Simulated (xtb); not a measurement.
hydrogen peroxide (H2O2), SMILES OO. All values are semi-empirical tight-binding results from xtb (GFN2-xTB unless named), good for trends rather than for accurate numbers. Geometry optimised at GFN2-xTB.

Estimate the properties. (Estimate from the structure and the level; the computed values follow.)


```
Property                                         Value
--------------------------------------  --------------
point group as xtb finds it                        C2h
orbital gap                                    7.58 eV
dipole moment                                   0.00 D
zero-point energy                        15.6 kcal/mol
G − E(el) at 298.15 K (modified RRHO)     2.0 kcal/mol
static polarisability (D4 model)            14.4 bohr³
solvation energy, GFN2-xTB/ALPB(water)  -10.1 kcal/mol
solvation energy, GFN2-xTB/ALPB(dmso)   -11.1 kcal/mol
```

Give the IR lines (harmonic; lines under 4 % of the strongest left out, lines within 3 cm⁻¹ merged). (An estimate is asked for; the answer gives what the named calculation found.)

ν (cm⁻¹): 253 (vs), 1158 (s), 3538 (m) (against the strongest line: vs over 80 %, s over 45 %, m over 15 %, w over 4 %, vw less)
